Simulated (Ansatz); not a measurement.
A run of Ansatz (development build ahead of 0.2.0) on doublet CH5N(+) at this shape:

```xyz
7

C    -0.3259    0.0223   -0.6694
N     0.2812   -0.0031    0.6224
H    -1.3398    0.3869   -0.4527
H     0.1759    0.7220   -1.3117
H    -0.3833   -0.9660   -1.0875
H     0.5840    0.8684    1.0666
H     0.0225   -0.7252    1.3015
```

Its results:

```json
{
  "Converged": "yes",
  "Total energy": "-94.86293 hartree",
  "Spin squared of the determinant": "0.762",
  "Stability test": "minimum"
}
```

Forces (eV/Å):
```
atom      Fx      Fy      Fz
  C1  -0.584   0.224   0.096
  N2  -0.333   0.292   1.351
  H3  -0.067  -0.022  -0.301
  H4   0.273   0.235  -0.277
  H5   0.060  -0.414  -0.165
  H6   0.271  -0.304  -0.318
  H7   0.379  -0.011  -0.386
```

(1) Which input gives this output? Name the method, the orbitals and the basis set, and write the input.

Answers

(1) UHF in def2-SVP.

```yaml
crystal:
  periodic: [false, false, false]
  atoms:
    - { symbol: C, position_ang: [-0.32587, 0.02226, -0.66938] }
    - { symbol: "N", position_ang: [0.28125, -0.00307, 0.6224] }
    - { symbol: H, position_ang: [-1.33985, 0.38686, -0.45273] }
    - { symbol: H, position_ang: [0.17585, 0.72202, -1.31169] }
    - { symbol: H, position_ang: [-0.38331, -0.96596, -1.08746] }
    - { symbol: H, position_ang: [0.58397, 0.86842, 1.06659] }
    - { symbol: H, position_ang: [0.02247, -0.72525, 1.30155] }
basis:
  gaussian: { orbitals: def2-SVP }
total_charge: 1
magnetization:
  spin_polarized: true
  initial_magnetization: 1
hamiltonian:
  xc: hf
output:
  forces: true
```
